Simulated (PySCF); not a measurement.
silicon monoxide (OSi), SMILES [Si]=O (connectivity only; charge and spin as stated), neutral, multiplicity 1. Heavy atoms are numbered as in [Si:1]=[O:2].

Coordinates come from a B3LYP-D3(BJ)/def2-TZVPD optimisation.

Level of theory: PySCF with CAM-B3LYP/def2-TZVPD.

Mulliken values depend strongly on the basis, most of all with diffuse functions as here. ESP charges are fitted to the potential on shells at 1.4 to 2.0 van der Waals radii. Atomic charges (e), one atom of each kind:

```
atom  ESP fit  Mulliken
----  -------  --------
Si1      0.49      0.35
O2      -0.49     -0.35
```
